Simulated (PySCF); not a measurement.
**Core-level binding energies of ethoxyacetonitrile**

Species: ethoxyacetonitrile, C4H7NO.
Geometry (GFN2-xTB, Å), atoms numbered from 1 in this order:
```
atom  x, y, z in Å
C1     1.6331   -0.1577   -0.3091
C2     0.6178    0.6894    0.4538
O3    -0.4104   -0.0631    1.0730
C4    -1.3250   -0.6800    0.1972
C5    -2.0315    0.2570   -0.6596
N6    -2.5607    1.0073   -1.3402
H7     2.4776    0.4652   -0.5891
H8     1.9890   -0.9705    0.3202
H9     1.2025   -0.5732   -1.2178
H10    1.1081    1.1953    1.2889
H11    0.1841    1.4484   -0.2121
H12   -2.0531   -1.1876    0.8399
H13   -0.8361   -1.4300   -0.4465
```

Level of theory: delta-SCF UKS SCAN, pcX-2 on the ionised atom, pcseg-1 elsewhere, spin-free X2C in PySCF. Vertical ΔSCF values, vacuum level as zero.

**Question.** List the computed XPS lines with their assignment.

**Answer.** 
```tsv
atom(s)	bonded to	level	binding energy (eV)	above the level's lowest (eV)	count
C1	C and 3 H	C 1s	291.04	0.00	1
C5	N (triple bond) and C	C 1s	292.48	+1.44	1
C2	O, C and 2 H	C 1s	292.48	+1.44	1
C4	O, C and 2 H	C 1s	293.77	+2.73	1
N6	C (triple bond)	N 1s	405.40	0.00	1
O3	2 C	O 1s	538.98	0.00	1
```

Lowest listed C 1s: C1, bonded to C and 3 H. Highest, 2.73 eV above it: C4, bonded to O, C and 2 H. The widest gap between neighbouring values is 1.44 eV, between 291.04 and 292.48 eV. Summing the Pauling electronegativity differences to the bonded atoms, each weighted by its formal bond order, gives -1.05 for the lowest site and +0.19 for the highest; the largest sum, +1.47, belongs to C5, 1.29 eV below the top. The values 292.48 and 292.48 eV lie too close for their order to be trusted.

**Question.** Which photon wavelength matches the C 1s of C5 threshold?

**Answer.** λ = hc/E = 12398.42 eV Å / 292.48 eV = 42.391 Å.

**Question.** Which effective nuclear charge Zeff reproduces each element's mean 1s value in the hydrogen-like formula E = 13.606 eV × Zeff²?

**Answer.** C (Z = 6): mean 292.4 eV, Zeff = 4.64, Z − Zeff = 1.36; N (Z = 7): mean 405.4 eV, Zeff = 5.46, Z − Zeff = 1.54; O (Z = 8): mean 539.0 eV, Zeff = 6.29, Z − Zeff = 1.71. Means run over the listed sites, weighted by atom count.

Isolated species at its GFN2-xTB geometry (one conformer only).
